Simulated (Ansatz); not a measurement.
## Relaxing BaW2

Level of theory: Ansatz 0.2.0, DFT PBE, scalar-relativistic, plane waves, PAW. Cutoff 420 eV, Γ-centred k mesh, Gaussian smearing, no spin polarisation in the final step.

The start puts BaW2 on the CaCl2 structure type (Pnnm, No. 58), with Ba in place of Ca, W in place of Cl, at a guessed volume.

```
Ba W
1.0
     5.95923    0.00000    0.00000
     0.00000    6.14068    0.00000
     0.00000    0.00000    4.01102
Ba W
2 4
Direct
  0.50000 0.50000 0.50000
  0.00000 0.00000 0.00000
  0.22500 0.82500 0.50000
  0.72500 0.67500 0.00000
  0.77500 0.17500 0.50000
  0.27500 0.32500 0.00000
```

Cell and atoms relax at zero pressure; the relaxation can't lower the symmetry of the start. After a coarse first stage the cell is made exact in the group found at 0.06 Å.

Energies over the elements count from the elements' standard structures at the same level, with no empirical corrections.

Describe the relaxed structure.

It keeps Pnnm (No. 58), but not the shape of the type it started on. Conventional cell: a = 4.369 Å, b = 6.908 Å, c = 6.562 Å. Ba is coordinated by 2 W at 3.22 Å and 4 W at 3.48 Å; W is coordinated by 2 W at 2.32–2.37 Å.

Space group Pnnm (No. 58). a = 4.369 Å, b = 6.908 Å, c = 6.562 Å, α = 90.00°, β = 90.00°, γ = 90.00°
```
atom site symmetry x y z
  Ba    2a     ..2/m  0.5000  0.5000  0.5000
   W    4g       ..m  0.2467  0.9380  0.5000
```

What are its volume, energy, density and gap?

The volume per atom is 33.01 Å³ and the density is 8.47 g/cm³. The energy over the elements is 2.28 eV/atom and the gap on the 8×6×6 mesh is 0 eV (a metal).

The final run used a 8×6×6 mesh on its 6-atom cell and 0.10 eV smearing. The k mesh leaves about 4 meV/atom of noise in metals. Spin–orbit coupling is left out. Symmetry constrained the relaxation, so the result can be a saddle point. The steps took roughly 11 core-minutes in all.